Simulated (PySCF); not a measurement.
# A series of derivatives of C#CC

Parent skeleton `[CH:1]#[C:2][CH3:3]`; one hydrogen on atom 3 is replaced by X. Hydrogens on one atom are averaged.

Calculated, not measured (PySCF 2.14): PBE0-D3(BJ)/def2-SVP structure, PBE0/pcSseg-1 with gauge-including orbitals. In vacuum, non-relativistic, a single conformation, equivalent nuclei averaged.

Scale: ¹³C (σref 184.41) and ¹H (σref 31.27) against TMS (reference shieldings calculated alike).

Parent (X = H): C1 73.5, C2 82.3, C3 4.2, H(C1) 1.65, H(C3) 1.83 ppm. Effects are Δδ = δ(X) − δ(H), positive for deshielding.

(1) Give Δδ (ppm) for X = NHSiH3, COOH, CHO.

(2) Which position responds most, and to which substituents?

Answers

(1) 
```csv
X,SMILES,C1,C2,C3,H(C1),H(C3)
NHSiH3,C#CCN[SiH3],+3.5,+4.2,+32.3,+0.48,+1.70
COOH,C#CCC(=O)O,+5.3,-4.0,+22.1,+0.45,+1.31
CHO,C#CCC=O,+6.8,-3.6,+32.1,+0.56,+1.15
```

(2) C3: from +22.1 ppm with COOH to +32.3 ppm with NHSiH3.
